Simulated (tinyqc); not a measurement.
Worked calculation: extended Hueckel theory, for LiF. One step of it, computed by the program tinyqc.

Problem. Mulliken analysis. P = C n C^T; charge = valence electrons (Li 1, F 7) minus the sum of (P S)_ii on the atom; overlap population = 2 sum P_ij S_ij between two atoms.

coefficients, order 1Li 2s, 1Li 2px, 1Li 2py, 1Li 2pz, 2F 2s, 2F 2px, 2F 2py, 2F 2pz:
$$\begin{pmatrix}
0.026962 & 0.000000 & 0.000000 & -0.010017 & 0.864245 & 0.000000 & 0.000000 & 0.606537 \\
0.000000 & 0.015803 & -0.010273 & 0.000000 & 0.000000 & 0.879432 & -0.497766 & 0.000000 \\
0.000000 & 0.010273 & 0.015803 & 0.000000 & 0.000000 & 0.497766 & 0.879432 & 0.000000 \\
0.028230 & 0.000000 & 0.000000 & -0.004795 & -0.504641 & 0.000000 & 0.000000 & 0.995978 \\
0.979914 & 0.000000 & 0.000000 & 0.005533 & -0.040797 & 0.000000 & 0.000000 & -0.623620 \\
0.000000 & 0.835986 & -0.543429 & 0.000000 & 0.000000 & -0.143894 & 0.081445 & 0.000000 \\
0.000000 & 0.543429 & 0.835986 & 0.000000 & 0.000000 & -0.081445 & -0.143894 & 0.000000 \\
0.003351 & 0.000000 & 0.000000 & 0.998948 & 0.031251 & 0.000000 & 0.000000 & 0.115654
\end{pmatrix}$$

occupations: [2.000000, 2.000000, 2.000000, 2.000000, 0.000000, 0.000000, 0.000000, 0.000000]

overlap S, order 1Li 2s, 1Li 2px, 1Li 2py, 1Li 2pz, 2F 2s, 2F 2px, 2F 2py, 2F 2pz:
$$\begin{pmatrix}
1.000000 & 0.000000 & 0.000000 & 0.000000 & 0.283340 & 0.000000 & 0.000000 & -0.068106 \\
0.000000 & 1.000000 & 0.000000 & 0.000000 & 0.000000 & 0.145167 & 0.000000 & 0.000000 \\
0.000000 & 0.000000 & 1.000000 & 0.000000 & 0.000000 & 0.000000 & 0.145167 & 0.000000 \\
0.000000 & 0.000000 & 0.000000 & 1.000000 & 0.420911 & 0.000000 & 0.000000 & -0.066718 \\
0.283340 & 0.000000 & 0.000000 & 0.420911 & 1.000000 & 0.000000 & 0.000000 & 0.000000 \\
0.000000 & 0.145167 & 0.000000 & 0.000000 & 0.000000 & 1.000000 & 0.000000 & 0.000000 \\
0.000000 & 0.000000 & 0.145167 & 0.000000 & 0.000000 & 0.000000 & 1.000000 & 0.000000 \\
-0.068106 & 0.000000 & 0.000000 & -0.066718 & 0.000000 & 0.000000 & 0.000000 & 1.000000
\end{pmatrix}$$

Give: charges; Overlap populations.

Solution.

charges: 1Li 0.9442, 2F -0.9442

Overlap populations:
```
pair     value
2-1   0.102191
```
